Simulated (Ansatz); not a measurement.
# SiH₄S (triplet): from Hartree-Fock to the top rungs at distance Si1–H5 along a hydrogen transfer = 1.674 Å, cc-pVDZ

Aim: climb from Hartree-Fock through coupled cluster and multireference methods for SiH₄S (triplet) at one geometry and basis, and see what each rung misses.

Program: Ansatz 0.2.0, Gaussian basis. Level of theory: cc-pVDZ, core rule «outside noble gas», up to 10 orbitals frozen. These are calculated values, not measurements.

The runs, in order: UHF; CCSD(T) on ROHF; CCSD(T) on UHF; BCCD(T) on ROHF; CISD; CCSDT(Q) on ROHF; CCSDT(Q) on UHF; CASSCF and MRCISD+Q, 4 electrons in 4 orbitals; CASSCF and NEVPT2, 4 electrons in 4 orbitals.

11 further runs of the same task are left out: 1 for a mislabelled method, 10 that didn't finish.

### 1 The geometry

The geometry derives from fragments relaxed apart (PBE0/def2-TZVP) and kept rigid, so it is no stationary point. A hydrogen atom is moved between rigid fragments.

6 atoms, charge 0, spin multiplicity 3.

Atoms are counted from 1 here; the program's logs count them from 0.

Bond lengths: Si1–H2 1.485 Å, Si1–H3 1.485 Å, Si1–H4 1.485 Å, Si1–H5 1.674 Å, H5–S6 1.633 Å. Angles: H2–Si1–H3 109.5°, H2–Si1–H4 109.5°, H2–Si1–H5 109.5°, H3–Si1–H4 109.5°, H3–Si1–H5 109.5°, H4–Si1–H5 109.5°, Si1–H5–S6 180.0°.

Coordinates:

```
Si   -1.6551    0.0000    0.0000
H    -2.1500    1.3997    0.0000
H    -2.1500   -0.6999    1.2122
H    -2.1500   -0.6999   -1.2122
H     0.0189    0.0000    0.0000
S     1.6519    0.0000    0.0000
```

### 2 UHF

in.yaml reads:

```yaml
crystal:
  periodic: [false, false, false]
  atoms:
    - {symbol: Si, position_ang: [-1.655128, 0.000000, 0.000000]}
    - {symbol: H, position_ang: [-2.150000, 1.399708, 0.000000]}
    - {symbol: H, position_ang: [-2.149999, -0.699854, 1.212183]}
    - {symbol: H, position_ang: [-2.150000, -0.699854, -1.212182]}
    - {symbol: H, position_ang: [0.018872, 0.000000, 0.000000]}
    - {symbol: S, position_ang: [1.651872, 0.000000, 0.000000]}
basis:
  gaussian: {orbitals: cc-pVDZ}
magnetization: {spin_polarized: true, initial_magnetization: 2}
hamiltonian: {xc: hf}
output: {orbitals: {seedname: orbitals}}
```

Launch:

```bash
$ ansatz run in.yaml --threads 1 --pin off --events-out ev --progress --plain --max-ram 2393MiB
```

Further steps of the session: CCSD(T) on ROHF; CCSD(T) on UHF; BCCD(T) on ROHF; CISD; CCSDT(Q) on ROHF; CCSDT(Q) on UHF; CASSCF and MRCISD+Q, 4 electrons in 4 orbitals; CASSCF and NEVPT2, 4 electrons in 4 orbitals.

Before running them: what should the planned runs give, taken together? Wanted: UCCSDT(Q) below the RHF energy; RMP2 from UCCSDT(Q); UMP2 from UCCSDT(Q); RCCSD from UCCSDT(Q); RCCSD(T) from UCCSDT(Q); UCCSD(T) from UCCSDT(Q); RCCSDT(Q) from UCCSDT(Q); T1 diagnostic.

As calculated:

| quantity | value |
| --- | --- |
| UCCSDT(Q) below the RHF energy | -7.5982 eV |
| RMP2 from UCCSDT(Q) | +1459.0 meV |
| UMP2 from UCCSDT(Q) | +1501.9 meV |
| RCCSD from UCCSDT(Q) | +192.0 meV |
| RCCSD(T) from UCCSDT(Q) | +38.5 meV |
| UCCSD(T) from UCCSDT(Q) | +38.9 meV |
| RCCSDT(Q) from UCCSDT(Q) | +0.4 meV |
| levels within 1 kcal/mol (43 meV) | RCCSD(T), UCCSD(T), BCCD(T), RCCSDT, UCCSDT, RCCSDT(Q) |
| T1 diagnostic | 0.020 |

What this shows: RCCSD(T) lands +38.5 meV from the yardstick (0.5 % of the correlation energy). These misses are within one basis, not against nature; the frozen cores of restricted and unrestricted runs differ, which can shift their rows.
